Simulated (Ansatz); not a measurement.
**One shape, several levels: CH4Si (SMILES C[SiH])**

Wanted: a comparison of 6 runs (UHF/STO-3G, r2SCAN0/STO-3G, wB97M-V/STO-3G, CCSDT(Q)/STO-3G, CCSD(T)/STO-3G, FCI/STO-3G) of CH4Si. 

The results are computed with Ansatz 0.2.0.

47 further runs of the same task are left out: 47 set aside as unsound or not needed.

## Step 1: The structure to begin with

CH4Si has 6 atoms, charge 0, and is taken as a singlet. SMILES: `C[SiH]`. The H5–C1 distance was set to 2.745 Å, away from the relaxed value. At this shape a bond of the SMILES string is far longer than usual.

Bond lengths: C1–Si2 1.892 Å, C1–H3 1.098 Å, C1–H4 1.091 Å, Si2–H6 1.531 Å. Angles: C1–Si2–H6 94.2°, Si2–C1–H3 109.7°, Si2–C1–H4 113.8°, H3–C1–H4 109.0°.

## Step 2: A single-point energy at UHF/STO-3G (run 1)

The input, run.yaml:

```yaml
crystal:
  periodic: [false, false, false]
  atoms:
    - {symbol: C, position_ang: [-0.197752, -1.488024, 0.830475]}
    - {symbol: Si, position_ang: [0.813048, -0.912224, 2.323075]}
    - {symbol: H, position_ang: [-1.261152, -1.532124, 1.098575]}
    - {symbol: H, position_ang: [0.110748, -2.457624, 0.437775]}
    - {symbol: H, position_ang: [-0.024000, 0.382000, -1.170800]}
    - {symbol: H, position_ang: [0.037948, 0.397976, 2.484775]}
basis:
  gaussian:
    orbitals: STO-3G
magnetization:
  spin_polarized: true
hamiltonian:
  xc: hf
accuracy: high
```

Launch:

```
$ ansatz run run.yaml --threads 1 --pin off --max-ram 2610MiB --events-out events.jsonl --progress --plain --runs-dir runs
```

Standard output:

```text
Warning: RAYON_NUM_THREADS=1 ignored (pool sized by the plan → 1); use --threads N
Functional definition: HF
  name "HF"
  exchange = exact_x
  correlation = 0
309 factors; integrals over basis functions are off by at most 1.3e-8 eV
mean field evaluation 1: about -8835.7076 eV, gradient 1.2e1 eV
mean field evaluation 2: about -8835.7458 eV, gradient 1.2e1 eV
mean field evaluation 4: about -8840.6804 eV, gradient 2.7e0 eV
mean field evaluation 8: about -8840.9199 eV, gradient 2.7e-3 eV
mean field evaluation 16: about -8845.2277 eV, gradient 5.6e0 eV
mean field evaluation 32: about -8845.9893 eV, gradient 1.1e0 eV
mean field evaluation 64: about -8845.9227 eV, gradient 5.0e-1 eV
mean field evaluation 96: about -8837.7504 eV, gradient 6.8e0 eV
mean field evaluation 128: about -8840.9157 eV, gradient 9.0e-3 eV
mean field -8846.11305422 eV, -325.0886586317 hartree, gradient 1.5e-8 eV, S^2 1.229916; 4 other end points of the search recorded, 0 dependent functions left out
reference -8846.11305422 eV, -325.0886586317 hartree; 12, 12 occupied and 6, 6 virtual orbitals, 309 factors
Total energy: -8846.11305422 eV, -325.0886586317 hartree
```

Wall time 0.22 s (1 thread of Arm Neoverse V2, shared host).

## Step 3: A single-point energy at r2SCAN0/STO-3G (run 2)

The input, molecule.yaml:

```yaml
crystal:
  periodic: [false, false, false]
  atoms:
    - {symbol: C, position_ang: [-0.197752, -1.488024, 0.830475]}
    - {symbol: Si, position_ang: [0.813048, -0.912224, 2.323075]}
    - {symbol: H, position_ang: [-1.261152, -1.532124, 1.098575]}
    - {symbol: H, position_ang: [0.110748, -2.457624, 0.437775]}
    - {symbol: H, position_ang: [-0.024000, 0.382000, -1.170800]}
    - {symbol: H, position_ang: [0.037948, 0.397976, 2.484775]}
basis:
  gaussian:
    orbitals: STO-3G
hamiltonian:
  xc: {name: r2SCAN0}
accuracy: high
```

Launch:

```
$ ansatz run molecule.yaml --threads 1 --pin off --max-ram 2610MiB --events-out events.jsonl --progress --plain --runs-dir runs
```

Standard output:

```text
Warning: RAYON_NUM_THREADS=1 ignored (pool sized by the plan → 1); use --threads N
Functional definition: r2SCAN0
  name "r2SCAN0"
  parameter a = 0.25
  parameter k0 = 0.174
  parameter k1 = 0.065
  parameter a1 = 4.9479
  exchange = (1 - a)*r2scan_x(k0 = k0, k1 = k1, a1 = a1) + a*exact_x
  correlation = r2scan_c
309 factors; integrals over basis functions are off by at most 1.3e-8 eV
mean field evaluation 1: about -8855.8104 eV, gradient 2.8e1 eV
mean field evaluation 2: about -8836.0568 eV, gradient 5.9e1 eV
mean field evaluation 4: about -8857.7160 eV, gradient 2.1e1 eV
mean field evaluation 8: about -8863.0334 eV, gradient 1.3e1 eV
mean field evaluation 16: about -8864.2438 eV, gradient 5.4e-2 eV
mean field -8864.24385995 eV, -325.7549534529 hartree, gradient 9.9e-9 eV, S^2 0.000000; 0 other end points of the search recorded, 0 dependent functions left out
reference -8864.24386032 eV, -325.7549534665 hartree; 12, 12 occupied and 6, 6 virtual orbitals, 309 factors
Total energy: -8864.24386032 eV, -325.7549534665 hartree
```

Wall time 2.3 s (1 thread of Arm Neoverse V2, shared host); peak memory 0.13 GiB.

## Step 4: A single-point energy at wB97M-V/STO-3G (run 3)

molecule.yaml, as its differences from that of step 3:

```diff
@@ -12,4 +12,4 @@
     orbitals: STO-3G
+accuracy: high
 hamiltonian:
-  xc: {name: r2SCAN0}
-accuracy: high
+  xc: {name: wB97M-V}
```

Launch:

```
$ ansatz run molecule.yaml --threads 1 --pin off --max-ram 2610MiB --events-out events.jsonl --progress --plain --runs-dir runs
```

Standard output, cut to the lines that bear on the results:

```text
Warning: RAYON_NUM_THREADS=1 ignored (pool sized by the plan → 1); use --threads N
Functional definition: wB97M-V
  name "wB97M-V"
[...]
  gx(w, u) = 1 - cx + cx01*u + cx10*w
  gss(w, u) = css00 + css04*u^4 + css10*w + css20*w^2 + css43*w^4*u^3
  gos(w, u) = cos00 + cos10*w + (cos20 + cos21*u)*w^2 + (cos60 + cos61*u)*w^6
[...]
      + integral(e_c_pw_mod_opposite_spin*gos(b97_w_opposite, b97_u_opposite)) + vv10(b, c)
309 factors; integrals over basis functions are off by at most 1.3e-8 eV
149 factors; integrals over basis functions are off by at most 1.1e-9 eV
[...]
mean field -8865.57013441 eV, -325.8036931403 hartree, gradient 4.2e-8 eV, S^2 0.000000; 0 other end points of the search recorded, 0 dependent functions left out
reference -8865.57013729 eV, -325.8036932461 hartree; 12, 12 occupied and 6, 6 virtual orbitals, 309 factors
Total energy: -8865.57013729 eV, -325.8036932461 hartree
```

It took 16 s on 1 thread of Arm Neoverse V2, shared host; peak memory 0.27 GiB.

Runs 4 to 5 aren't shown in full; the table further down has their settings and results.

## Step 5: The energy at FCI/STO-3G (run 6)

The input, input.yaml:

```yaml
crystal:
  periodic: [false, false, false]
  atoms:
    - {symbol: C, position_ang: [-0.197752, -1.488024, 0.830475]}
    - {symbol: Si, position_ang: [0.813048, -0.912224, 2.323075]}
    - {symbol: H, position_ang: [-1.261152, -1.532124, 1.098575]}
    - {symbol: H, position_ang: [0.110748, -2.457624, 0.437775]}
    - {symbol: H, position_ang: [-0.024000, 0.382000, -1.170800]}
    - {symbol: H, position_ang: [0.037948, 0.397976, 2.484775]}
basis:
  gaussian: {orbitals: STO-3G}
correlation: {method: fci, frozen_orbitals: {C: 1, H: 0, Si: 5}}
accuracy: high
```

Launch:

```
$ ansatz run input.yaml --threads 1 --pin off --max-ram 2610MiB --events-out events.jsonl --progress --plain --runs-dir runs
```

Standard output, cut to the lines that bear on the results:

```text
Warning: RAYON_NUM_THREADS=1 ignored (pool sized by the plan → 1); use --threads N
[... 2 set-up lines as earlier in the session ...]
[...]
309 factors; integrals over basis functions are off by at most 1.3e-8 eV
[...]
mean field -8840.91574163 eV, -324.8976609171 hartree, gradient 1.8e-8 eV, S^2 0.000000; 3 other end points of the search recorded, 0 dependent functions left out; unrestricted orbitals would lower it
[...]
unrestricted determinant -8846.11305422 eV, -325.0886586317 hartree, S^2 1.2299
6 core orbitals not correlated: weight in the atoms' cores, before any rotation towards them, 1.000 or more for the frozen orbitals, at most 0.000 for the correlated occupied ones
reference -8840.91574163 eV, -324.8976609171 hartree; 6, 6 occupied and 6, 6 virtual orbitals, 309 factors
state -8848.97325423 eV, -325.1937690434 hartree
Total energy: -8848.97325423 eV, -325.1937690434 hartree
```

It took 4.8 s on 1 thread of Arm Neoverse V2, shared host; peak memory 0.13 GiB.

## Step 6: The series

```csv
run,level,frozen core orbitals,energy (Eh),wall time
1,UHF/STO-3G,–,-325.088659,0.22 s
2,r2SCAN0/STO-3G,–,-325.754953,2.3 s
3,wB97M-V/STO-3G,–,-325.803693,16 s
4,CCSDT(Q)/STO-3G,6,-325.193079,0.4 s
5,CCSD(T)/STO-3G,6,-325.197684,0.16 s
6,FCI/STO-3G,6,-325.193769,4.8 s
```

## Step 7: Summary of results

```
                                          quantity          value
                               run 6: total energy  -325.19377 Eh
run 6: correlation energy (6 core orbitals frozen)     -296.1 mEh
```

Against full CI in this basis: UHF +105.1 mEh; CCSDT(Q) +0.7 mEh; CCSD(T) -3.9 mEh. Totals of different functionals can't be ranked against each other. In run 5 the T1 diagnostic is large, so a single reference may not serve. In runs 4, 5 the log says that unrestricted orbitals would lower the reference, so the values rest on an unstable closed-shell determinant (other closed-shell runs at this shape may share the fault). In runs 1, 2, 3, 4, 5, 6 the basis is minimal, so the values are rough. In runs 2, 3, 5 a closed-shell determinant meets a far-stretched bond, which it describes badly. Spin contamination of the reference: run 1 ⟨S²⟩ = 1.23. Where it is this large, the reference is a mixture of spin states, and values that rest on it are in doubt. All runs together took 24 s, the longest 16 s.
